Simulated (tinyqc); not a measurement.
Hueckel theory of the pi electrons with the omega technique, for the molecule c1cc[cH-]c1 (SMILES; centres numbered as the heavy atoms are written), step by step. One step of it, computed by the program tinyqc.

Task: Omega technique, round 2. h_r = h_r(0) + omega q_r, omega = 1, with q_r = z_r - P_rr.

Hueckel matrix in units of beta (H = alpha + beta A), lower triangle:
```
          1C        2C        3C        4C        5C
1C  0.000000
2C  1.000000  0.000000
3C  0.000000  1.000000  0.000000
4C  0.000000  0.000000  1.000000  0.000000
5C  1.000000  0.000000  0.000000  1.000000  0.000000
```

charge and bond-order matrix P, lower triangle:
```
           1C         2C         3C        4C        5C
1C   1.200000
2C   0.647214   1.200000
3C  -0.247214   0.647214   1.200000
4C  -0.247214  -0.247214   0.647214  1.200000
5C   0.647214  -0.247214  -0.247214  0.647214  1.200000
```

Centres:

| centre | z_r, pi electrons of the neutral centre | h |
|---|---|---|
| 1C | 1 | 0.000000 |
| 2C | 1 | 0.000000 |
| 3C | 1 | 0.000000 |
| 4C | 1 | 0.000000 |
| 5C | 1 | 0.000000 |

Give: matrix after round 2.

Result:

matrix after round 2, lower triangle:
```
         1C       2C       3C       4C       5C
1C  -0.2000
2C   1.0000  -0.2000
3C   0.0000   1.0000  -0.2000
4C   0.0000   0.0000   1.0000  -0.2000
5C   1.0000   0.0000   0.0000   1.0000  -0.2000
```
